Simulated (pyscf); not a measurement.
Routes from H₂N–SiH₂–Cl (SMILES N[SiH2]Cl) + HCl (SMILES Cl)

Candidate steps break at most two bonds and form at most two. Each was searched with GFN2-xTB (tblite) first. PySCF, gas phase, ωB97X-D3(BJ)/def2-SVP geometries. Energies: ωB97M-D3(BJ)/def2-TZVP, eV, from the separated reactants, singlet surface; ΔG‡ with ideal gas, 1 atm, RRHO with modes under 100 cm⁻¹ raised to 100, one conformer, R ln 2 for chiral ones without a mode under 150 cm⁻¹.

```tsv
products	type	ΔE‡	ΔE	ΔG‡ 298 K	ΔG‡ 900 K	ν‡ (cm⁻¹)
H₂N–SiH₂–Cl + HCl	four-centre exchange	1.30	0.00	1.72	2.64	428i
H₂N–SiH(Cl)–Cl + H₂	four-centre exchange	1.40	-0.85	1.83	2.74	951i
```

Row 1: On the reactant side the descent ends in a complex, 0.21 eV under the separated species and 1.47 eV under the saddle at ωB97X-D3(BJ)/def2-TZVP. Row 2: On the reactant side the descent ends in a complex, 0.21 eV under the separated species and 1.56 eV under the saddle at ωB97X-D3(BJ)/def2-TZVP. 

Plain bond fissions and candidates not yet searched are not listed, and one of them may be faster. Each barrier is that of the saddle found; lower ones may exist.
